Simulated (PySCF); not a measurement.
Rows and methods have been separated. Pair them.

CHF3S.
Z-matrix (Å and degrees, PBE0-D3(BJ)/def2-SVP geometry), rows numbered from 1:
```
F 
C   1  1.3297
F   2  1.3290  1  107.07
F   2  1.3265  1  108.48  3  -116.86
S   2  1.8111  1  112.38  3   123.84
H   5  1.3499  2   93.29  1   -60.34
```

The closed-shell ground state was solved 5 times with PySCF (density fitting, gas phase), always with PBE0, in these basis sets: IGLO-III, cc-pVDZ, pcSseg-0, pcSseg-1 and pcSseg-2.

```json
{"row": "P", "total energy (Eh)": "-736.1276", "HOMO (eV)": "-8.12", "LUMO (eV)": "-0.28", "dipole (D)": "1.46"}
{"row": "Q", "total energy (Eh)": "-736.1310", "HOMO (eV)": "-8.24", "LUMO (eV)": "-0.52", "dipole (D)": "1.44"}
{"row": "R", "total energy (Eh)": "-735.9808", "HOMO (eV)": "-8.00", "LUMO (eV)": "0.05", "dipole (D)": "1.33"}
{"row": "S", "total energy (Eh)": "-734.6881", "HOMO (eV)": "-8.54", "LUMO (eV)": "0.02", "dipole (D)": "1.83"}
{"row": "T", "total energy (Eh)": "-735.9192", "HOMO (eV)": "-8.22", "LUMO (eV)": "-0.27", "dipole (D)": "1.50"}
```

Q: Which basis belongs to which row?

A: P = IGLO-III, Q = pcSseg-2, R = cc-pVDZ, S = pcSseg-0, T = pcSseg-1. From the lowest total energy up: pcSseg-2 (201 functions) 0 eV; IGLO-III (194 functions) +0.09 eV; cc-pVDZ (79 functions) +4.09 eV; pcSseg-1 (97 functions) +5.76 eV; pcSseg-0 (51 functions) +39.26 eV.
